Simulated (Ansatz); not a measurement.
**Yb: which structure is lowest?**

These are results of DFT, LDA (PW92), plane waves (420 eV) with PAW, scalar-relativistic (Ansatz), not measurements. (PAW data from PBE, frozen cores regenerated.)

Each structure is relaxed within its own symmetry, so a high-lying one may be dynamically unstable.

| structure | ΔE (meV/atom) | V (Å³/atom) | cell | magnetic state |
| --- | --- | --- | --- | --- |
| bcc | -21 | 29.27 | a = 3.883 Å | spin not included |
| fcc | 0 | 29.62 | a = 4.912 Å | non-magnetic |
| hcp | 3 | 29.44 | a = 3.460 Å, c = 5.679 Å (c/a = 1.641) | spin not included |
| dhcp | 7 | 29.66 | a = 3.476 Å, c = 11.340 Å (c/a = 3.263) | spin not included |
| A15 | 43 | 30.10 | a = 6.221 Å | spin not included |
| omega (AlB2-type) | 57 | 29.37 | a = 5.558 Å, c = 3.293 Å (c/a = 0.592) | spin not included |
| simple cubic | 509 | 30.64 | a = 3.129 Å | spin not included |
| diamond | 1418 | 65.66 | a = 8.069 Å | spin not included |

ΔE counts from fcc.

LDA puts bcc 21 meV/atom below fcc, the structure of the real element at low temperature or room conditions.

Differences under about 8 meV lie within the error of the k-point mesh.
